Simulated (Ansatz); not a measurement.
**[H···H···S], triplet: the ladder up to UCCSDT(Q)**

Geometry: a point of a hydrogen-transfer path between rigid fragments, not a stationary point.

```
atom   x (Å)   y (Å)    z (Å)
   H  0.0000  0.0000  -1.2413
   H  0.0000  0.0000  -0.2403
   S  0.0000  0.0000   1.4817
```

Basis cc-pVTZ; Ansatz 0.2.0. Correlated methods freeze the noble-gas cores, which leaves 8 electrons in 57 orbitals. Prefix R: restricted or restricted open-shell reference; prefix U: unrestricted. Active spaces: pair = (4e, 4o) about the gap; valence = (8e, 6o) chosen from the atoms' valence shells.

Full CI isn't at hand for all of this; UCCSDT(Q) serves as the reference, and is uncertain by about the last step of the cluster series. The frozen core follows each run's orbitals, which can shift R against U totals by a few meV.

For open shells CISD is restricted-active-space CI with the open shells as a complete middle space.

The UHF ⟨S²⟩ is 2.065. The T1 diagnostic (RCCSD) is 0.0318, the largest doubles amplitude (RCCSD) is 0.072 and the T1 diagnostic (UCCSD) is 0.0197.

```json
{"level": "UHF", "E − E(RHF) (eV)": "-0.3628"}
{"level": "RMP2", "E − E(RHF) (eV)": "-4.7113"}
{"level": "UMP2", "E − E(RHF) (eV)": "-4.6739"}
{"level": "RCCSD", "E − E(RHF) (eV)": "-5.5380"}
{"level": "UCCSD", "E − E(RHF) (eV)": "-5.5456"}
{"level": "RCCSD(T)", "E − E(RHF) (eV)": "-5.7245"}
{"level": "UCCSD(T)", "E − E(RHF) (eV)": "-5.7241"}
```

**Question.** Estimate how far UCCSDT(Q) in cc-pVTZ lies from RCCSD(T). The table doesn't fix it; the size of (T) and the diagnostics are the guide.

**Answer.** UCCSDT(Q) in cc-pVTZ lies 0.77 kcal/mol below RCCSD(T), which is 18 % of the (T) step (-4.30 kcal/mol). T1 is raised, but (T) still catches most of what CCSD lacks.

The other levels:

```tsv
level	E − E(UCCSDT(Q)) (kcal/mol)	share of correlation (%)	wall time
CISD	11.68	91.20	3.8 s
BCCD(T)	0.78	99.41	4.4 s
RCCSDT	0.18	99.87	–
UCCSDT	0.15	99.89	–
RCCSDT(Q)	0.03	99.98	71 s
CASSCF (pair space)	113.92	14.20	–
NEVPT2 (pair space)	20.74	84.38	3.7 s
CASSCF (valence space)	112.66	15.15	–
NEVPT2 (valence space)	27.12	79.57	1.9 s
MRCISD (valence space)	9.20	93.07	–
MRCISD+Q (valence space)	1.20	99.10	2.5 s
```

The correlation energy at UCCSDT(Q), counted from RHF, is -5.758 eV. That run took 63 s on 1 thread of AMD EPYC 7R43, shared host.

Times hold each run's SCF and search for its determinant on a shared host, so for small cases they say little of a method's own cost; they ran on 1 thread of AMD EPYC 7R43.

Natural occupations of CASSCF (valence space) about the gap: 2.000 1.998 1.950 1.001 1.000 0.051; effectively unpaired electrons, Σ n²(2−n)², 2.02.
